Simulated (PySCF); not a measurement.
Work out the structure from these simulated measurements.

Elements present: C, F and H. Monoisotopic mass: 76.0688 u.

- XPS: C1s 290.6, C1s 290.7, C1s 290.8, C1s 293.0, F1s 692.3 eV [ΔSCF SCAN, pcX-2 on the ionised atom, pcseg-1 elsewhere, spin-free X2C]
- 1H NMR: chemical shifts (computed TMS as zero) by class: 4.41 (2 H), 1.52 (2 H), 1.48 (2 H), 1.02 (3 H) ppm [GIAO CAM-B3LYP/pcSseg-2]
- UV, first state: lowest singlet excitation: 8.93 eV (139 nm, f = 0.006) [TDDFT CAM-B3LYP/def2-SVPD]
- Valence photoelectron: vertical ionisation energy: 11.52 eV [ΔSCF CAM-B3LYP/def2-SVPD]
- NMR, other nuclei: isotropic shieldings of nuclei other than C and H, by class: 422 (1 F) ppm [GIAO CAM-B3LYP/pcSseg-2]
- UV, strongest line: among the 10 lowest singlet transitions: S9 at 9.90 eV (125 nm, f = 0.086) [TDDFT CAM-B3LYP/def2-SVPD]
- Dipole: 1.84 D [CAM-B3LYP/def2-SVPD]
- 13C NMR: chemical shifts (computed TMS as zero) by class: 88.4 (1 C), 39.2 (1 C), 23.8 (1 C), 16.5 (1 C) ppm [GIAO CAM-B3LYP/pcSseg-2]
- Rotational structure: rotational constants A, B, C: 12.568, 2.362, 2.175 GHz [PBE0-D3(BJ)/def2-SVP]

Electronic properties: PySCF, gas phase, density fitting. Levels stand in brackets. Geometry: PBE0-D3(BJ)/def2-SVP, one conformer, isolated molecule. NMR values are class means; diastereotopic atoms form classes of their own.

Task: Which formula fits the mass and the elements?

Result: C4H9F (calculated 76.0688). No other formula that holds each of these elements comes within 0.0003 u with a fitting electron parity and a possible valence count.

Task: Give a SMILES that accounts for the data.

Result: Numbering: `[CH3:1][CH2:2][CH2:3][CH2:4][F:5]`. Its formula, C4H9F, gives 0 degrees of unsaturation, so no ring and no π bond. 4 carbons fall into 4 classes; from least to most shielded: sp3 C–F carbon [C4] (88.4 ppm), chain CH2 carbon [C3] (39.2 ppm), chain CH2 carbon [C2] (23.8 ppm), methyl carbon [C1] (16.5 ppm). Hydrogen classes from least to most shielded: 2 H on an sp3 C–F carbon, C4 (4.41 ppm), 2 H on a chain CH2 carbon, C2 (1.52 ppm, a mean of values up to 0.7 ppm apart in this geometry), 2 H on a chain CH2 carbon, C3 (1.48 ppm, a mean of values up to 0.5 ppm apart in this geometry), 3 H on a methyl carbon, C1 (1.02 ppm). The other shieldings belong to: 422 ppm, alkyl fluorine [F5]. The core levels belong to: C1s 290.6 eV, chain CH2 carbon [C2]; C1s 290.7 eV, methyl carbon [C1]; C1s 290.8 eV, chain CH2 carbon [C3]; C1s 293.0 eV, sp3 C–F carbon [C4]; F1s 692.3 eV, alkyl fluorine [F5]. The first electron is taken from the HOMO, whose largest Löwdin shares are 0.16 on the alkyl fluorine, 0.16 on each of 2 atoms of one kind (chain CH2 carbon) and 0.15 on the sp3 C–F carbon. The optimised geometry has point group C1 and is an asymmetric top. Structure: 1-fluorobutane, `C(C)CCF`. Computed isomers that give other values at the same levels: `CC(C)(C)F` (core binding energies: C1s 290.7 (×3), C1s 292.9, F1s 691.7 eV); `CC[C@H](C)F` (core binding energies: C1s 290.6, C1s 290.8, C1s 290.9, C1s 292.8, F1s 692.0 eV); `CC(C)CF` (core binding energies: C1s 290.6 (×2), C1s 290.9, C1s 292.9, F1s 692.3 eV). The assignments are read from this structure; whether some other isomer fits the data as well wasn't checked.

Shape of the structure used: `[CH3:1][CH2:2][CH2:3][CH2:4][F:5]`: C1–C2–C3–C4 178°, C2–C3–C4–F5 -61°.
